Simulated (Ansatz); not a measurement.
# BNH (quartet): wave-function methods side by side at scale of all distances = 1.514, 6-31G

Aim: climb from Hartree-Fock through coupled cluster and multireference methods for BNH (quartet) at one geometry and basis, and see what each rung misses.

Program: Ansatz 0.2.0, Gaussian basis. Level of theory: 6-31G, core rule «outside noble gas», up to 2 orbitals frozen. These are calculated values, not measurements.

The runs, in order: UHF; CCSD(T) on ROHF; CCSD(T) on UHF; BCCD(T) on ROHF; CISD as a restricted active space (open shells left free, so some higher excitations enter); CCSDT(Q) on ROHF; CCSDT(Q) on UHF; CCSDTQ on ROHF; CASSCF and MRCISD+Q, 5 electrons in 5 orbitals; CASSCF and NEVPT2, 5 electrons in 5 orbitals; CASSCF and MRCISD+Q, 9 electrons in 9 orbitals; CASSCF and NEVPT4(SD), 9 electrons in 9 orbitals; CASSCF and NEVPT2, 9 electrons in 9 orbitals; Full CI.

16 further runs of the same task are left out: 8 that didn't finish, 8 set aside as unsound or not needed. Runs told in other sessions of the task aren't counted.

### Step 1. The system

The geometry derives from a PBE0/def2-TZVP stationary point (not a proven minimum). All distances are scaled together.

3 atoms, charge 0, spin multiplicity 4.

Atoms are counted from 1 here; the program's logs count them from 0.

No contacts short enough for the rule that draws bonds.

### Step 2. UHF

File in.yaml:

```yaml
crystal:
  periodic: [false, false, false]
  atoms:
    - {symbol: B, position_ang: [0.000000, -0.280433, 1.170277]}
    - {symbol: N, position_ang: [0.000000, 0.132363, -1.067399]}
    - {symbol: H, position_ang: [0.000000, 1.168516, 2.280767]}
basis:
  gaussian: {orbitals: 6-31G}
magnetization: {spin_polarized: true, initial_magnetization: 3}
hamiltonian: {xc: hf}
output: {orbitals: {seedname: orbitals}}
```

Command:

```sh
ansatz run in.yaml --threads 1 --pin off --events-out ev --progress --plain --max-ram 2393MiB
```

The runs that follow: CCSD(T) on ROHF; CCSD(T) on UHF; BCCD(T) on ROHF; CISD as a restricted active space (open shells left free, so some higher excitations enter); CCSDT(Q) on ROHF; CCSDT(Q) on UHF; CCSDTQ on ROHF; CASSCF and MRCISD+Q, 5 electrons in 5 orbitals; CASSCF and NEVPT2, 5 electrons in 5 orbitals; CASSCF and MRCISD+Q, 9 electrons in 9 orbitals; CASSCF and NEVPT4(SD), 9 electrons in 9 orbitals; CASSCF and NEVPT2, 9 electrons in 9 orbitals; Full CI.

Q: Predict the results of all the runs planned. Wanted: FCI from the RHF energy; RMP2 from FCI; UMP2 from FCI; RCCSD from FCI; RCCSD(T) from FCI; UCCSD(T) from FCI; RCCSDT(Q) from FCI; UCCSDT(Q) from FCI; NEVPT2 pair from FCI.

The runs gave:

```
                         quantity                                                            value
          FCI from the ROHF energy                                                       -3.6873 eV
                    RMP2 from FCI                                                      +1459.3 meV
                    UMP2 from FCI                                                      +1292.7 meV
                   RCCSD from FCI                                                       +133.0 meV
                RCCSD(T) from FCI                                                        +52.1 meV
                UCCSD(T) from FCI                                                        +50.7 meV
               RCCSDT(Q) from FCI                                                         +0.7 meV
               UCCSDT(Q) from FCI                                                         -1.1 meV
             NEVPT2 pair from FCI                                                      +1205.3 meV
           MRCISD+Q pair from FCI                                                       +125.1 meV
          NEVPT2 valence from FCI                                                       +426.1 meV
levels within 1 kcal/mol (43 meV)  RCCSDT, UCCSDT, RCCSDT(Q), UCCSDT(Q), RCCSDTQ, MRCISD+Q valence
                    T1 diagnostic                                                            0.090
   effectively unpaired electrons                                                             3.22
```

What this shows: RCCSD(T) lands +52.1 meV from the yardstick (1.4 % of the correlation energy). The occupations show static correlation (3.22 effectively unpaired electrons where one determinant has 3). Of the multireference levels listed MRCISD+Q valence comes nearest in total energy (+21.3 meV), which doesn't show that its space is the better one. These misses are within one basis, not against nature; the frozen cores of restricted and unrestricted runs differ, which can shift their rows.

Levels on UHF freeze UHF's core orbitals, full CI those of ROHF, so the U rows can settle a little off it for that reason alone.

With open shells the CI space here admits some higher excitations, so it is larger than plain CISD.
